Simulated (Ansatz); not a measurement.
**Structure relaxation of Sn₂P₃**

All numbers below come from DFT r2SCAN, scalar-relativistic, plane waves, PAW (Ansatz). Cutoff 500 eV, Γ-centred k mesh, Gaussian smearing, no spin polarisation in the final step.

The start puts Sn₂P₃ on the A-type sesquioxide structure type (P-3m1, No. 164), with Sn in place of La, P in place of O, at a guessed volume.

```yaml
crystal:
  lattice:
    - [4.21425, 0.00000, 0.00000]
    - [-2.10712, 3.64964, 0.00000]
    - [0.00000, 0.00000, 6.55668]
  atoms:
    - { symbol: Sn, position: [0.33333, 0.66667, 0.24500] }
    - { symbol: Sn, position: [0.66667, 0.33333, 0.75500] }
    - { symbol: P, position: [0.00000, 0.00000, 0.00000] }
    - { symbol: P, position: [0.33333, 0.66667, 0.64500] }
    - { symbol: P, position: [0.66667, 0.33333, 0.35500] }
```

Cell and atoms relax at zero pressure; the relaxation can't lower the symmetry of the start. After a coarse first stage the cell is made exact in the group found at 0.06 Å.

Energies over the elements count from the elements' standard structures at the same level, with no empirical corrections.

Question: What does it relax into?

Answer: It keeps P-3m1 (No. 164), but not the shape of the type it started on. Conventional cell: a = 3.806 Å, c = 8.386 Å. Around Sn lie 6 P at 2.64–2.79 Å; P on Wyckoff site a (1 atom of the primitive cell) has 6 Sn at 2.79 Å; around P on Wyckoff site d (2 atoms of the primitive cell) lie 3 Sn at 2.64 Å and 3 P at 3.00 Å.

```cif
data_structure
_symmetry_space_group_name_H-M 'P-3m1'
_symmetry_Int_Tables_number 164
_cell_length_a 3.8063
_cell_length_b 3.8063
_cell_length_c 8.3858
_cell_angle_alpha 90.000
_cell_angle_beta 90.000
_cell_angle_gamma 120.000
_cell_volume 105.22
loop_
_atom_site_label
_atom_site_type_symbol
_atom_site_symmetry_multiplicity
_atom_site_Wyckoff_symbol
_atom_site_fract_x
_atom_site_fract_y
_atom_site_fract_z
_atom_site_occupancy
Sn1 Sn 2 d 0.33333 0.66667 0.20451 1
P1 P 1 a 0.00000 0.00000 0.00000 1
P2 P 2 d 0.33333 0.66667 0.62179 1
```

Question: What are its volume, energy, density and gap?

Answer: The volume per atom is 21.0 Å³, the density is 5.2 g/cm³ and the energy over the elements is 0.28 eV/atom. The gap on the 12×12×6 mesh is 0 eV (a metal).

The final run used a 12×12×6 mesh on its 5-atom cell and 0.10 eV smearing. For metals, differences of a few meV/atom aren't resolved. Weakly bound directions are ill-defined at this level, which has no dispersion term. Symmetry constrained the relaxation, so the result can be a saddle point. The steps took roughly 10 core-minutes in all.